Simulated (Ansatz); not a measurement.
The input, for Ansatz 0.2.0:

```yaml
crystal:
  periodic: [false, false, false]
  atoms:
    - {symbol: Ga, position_ang: [0.000000, -0.177541, 1.298000]}
    - {symbol: P, position_ang: [0.000000, 0.970946, -0.705002]}
    - {symbol: P, position_ang: [0.000000, -0.582598, -2.112914]}
    - {symbol: H, position_ang: [0.000000, 0.347362, -3.193620]}
basis:
  gaussian: {orbitals: STO-3G}
total_charge: 1
magnetization: {spin_polarized: false, initial_magnetization: 3}
correlation: {method: ccsd, electrons: valence, diis_vectors: 2}
scf: {lower_state_search: off}
```

```sh
$ ansatz run in.yaml --threads 1 --pin off --events-out ev --progress --plain --max-ram 2393MiB
```

The program prints:

```
these checks for a lower state are left out or cut short: stability, starts, cluster_reference, orbital_swaps, neighbouring_geometries, increment
379 factors; integrals over basis functions are off by at most 4.4e-5 eV
mean field evaluation 1: about -70057.1523 eV, gradient 4.7e1 eV
mean field evaluation 2: about -70057.1844 eV, gradient 4.7e1 eV
mean field evaluation 4: about -70068.3478 eV, gradient 1.6e1 eV
mean field evaluation 8: about -70069.9458 eV, gradient 2.3e0 eV
mean field evaluation 16: about -70073.4973 eV, gradient 4.5e-1 eV
mean field -70073.54910195 eV, -2575.1554319392 hartree, gradient 2.7e-6 eV, S^2 3.750000; 0 other end points of the search recorded, 0 dependent functions left out
19 core orbitals not correlated: weight in the atoms' cores, before any rotation towards them, 0.999 or more for the frozen orbitals, at most 0.001 for the correlated occupied ones
reference -70073.54910195 eV, -2575.1554319392 hartree; 13, 10 occupied and 5, 8 virtual orbitals, 379 factors
second order -2.22384359 eV of doubles, -0.01725170 eV of singles
cycle   1  -2.76666546 eV  change   -5.3e-1 eV  update   9.6e-2
cycle   2  -3.11005997 eV  change   -3.4e-1 eV  update   4.9e-2
cycle   3  -3.16636271 eV  change   -5.6e-2 eV  update   2.5e-2
cycle   4  -3.18408579 eV  change   -1.8e-2 eV  update   1.7e-2
cycle   5  -3.19983069 eV  change   -1.6e-2 eV  update   1.2e-2
...
cycle 152  -3.20970106 eV  change   -3.0e-6 eV  update   2.4e-5
cycle 153  -3.20970340 eV  change   -2.3e-6 eV  update   2.4e-5
cycle 154  -3.20970609 eV  change   -2.7e-6 eV  update   2.3e-5
cycle 155  -3.20970962 eV  change   -3.5e-6 eV  update   2.3e-5
cycle 156  -3.20971230 eV  change   -2.7e-6 eV  update   2.3e-5
cycle 157  -3.20971439 eV  change   -2.1e-6 eV  update   2.3e-5
cycle 158  -3.20971787 eV  change   -3.5e-6 eV  update   2.2e-5
cycle 159  -3.20972104 eV  change   -3.2e-6 eV  update   2.2e-5
cycle 160  -3.20972254 eV  change   -1.5e-6 eV  update   2.2e-5
cycle 161  -3.20972552 eV  change   -3.0e-6 eV  update   2.2e-5
Total energy: -70076.75882747 eV, -2575.2733871764 hartree
Checks for a lower state left out: stability, starts, cluster_reference, orbital_swaps, neighbouring_geometries, increment
```

Ran on 1 thread of Arm Neoverse V2, shared host: 1.5 s wall, 0.21 GiB peak host memory.
